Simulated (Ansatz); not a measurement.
## Could SnO exist in this structure?

Plane-wave DFT in Ansatz with scalar-relativistic PAW potentials. The crystal relaxes under PBE to P4/nmm with a = 3.868 Å, c = 5.065 Å, 18.95 Å³/atom. No spin polarisation.

```cif
data_structure
_symmetry_space_group_name_H-M 'P4/nmm:1'
_symmetry_Int_Tables_number 129
_cell_length_a 3.8684
_cell_length_b 3.8684
_cell_length_c 5.0650
_cell_angle_alpha 90.000
_cell_angle_beta 90.000
_cell_angle_gamma 90.000
_cell_volume 75.80
loop_
_atom_site_label
_atom_site_type_symbol
_atom_site_symmetry_multiplicity
_atom_site_Wyckoff_symbol
_atom_site_fract_x
_atom_site_fract_y
_atom_site_fract_z
_atom_site_occupancy
Sn1 Sn 2 c 0.50000 0.00000 0.22882 1
O1 O 2 a 0.00000 0.00000 0.00000 1
```

Task: Test it against the elements, against displacements at the zone centre and against strain.

Result:
- Energy over the elements: -1.261 eV/atom (PBE, standard states in the same functional, gases uncorrected)
- Optical modes at Γ: all 9 real, 105 to 429 cm⁻¹ (PBE, without the LO-TO term)
- Least eigenvalue of the elastic tensor: 8 GPa (PBE)

It passes all three tests. So it is a local minimum against everything tried and bound against the elements. Modes at other wave vectors, other structures and decomposition into other compounds weren't tested here.